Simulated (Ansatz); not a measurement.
A made-up structure of AlSiNH4, singlet:

```
7
angstrom
N -1.7587 -0.9210 -1.3396
Si -0.8520 0.4656 -0.6180
Al 1.3598 0.2303 1.0193
H -1.3907 -1.9698 -1.1014
H -1.4638 1.9642 -1.0223
H 1.9122 -1.4189 1.3740
H 2.1933 1.6496 1.6880
```

It is relaxed with PBE-D4/def2-SVP and then PBE0-D4/def2-TZVP (Ansatz 0.2.0). Atoms count as bonded within 1.22 times the sum of their covalent radii (H–H: 0.88 Å). The end point is not checked to be a true minimum.

Question: Does its bonding change? (A judgement: the text doesn't fix the answer.)

Answer: Computed: No: no bond forms or breaks.

Where it ends: The first stage lowers the energy by 1.27 eV in 6 steps. It ends as AlSiNH₄ ([NH][SiH][AlH2]):
N1  (-1.570, -0.822, -1.196)
Si2  (-0.761, 0.416, -0.552)
Al3  (1.214, 0.206, 0.910)
H4  (-1.240, -1.758, -0.983)
H5  (-1.307, 1.754, -0.913)
H6  (1.706, -1.267, 1.226)
H7  (1.958, 1.472, 1.508)
(Å)

Labels in which every atom is bracketed show which atoms are joined, not bond orders.

For scale, one of the runs: PBE0-D4/def2-TZVP relaxation, 129 basis functions, launched by `ansatz run in.yaml --threads 2 --pin off --events-out ev --progress --plain --max-ram 4352MiB`. The run took about 17 s on 2 CPU threads of an Arm Neoverse V2 (shared host).
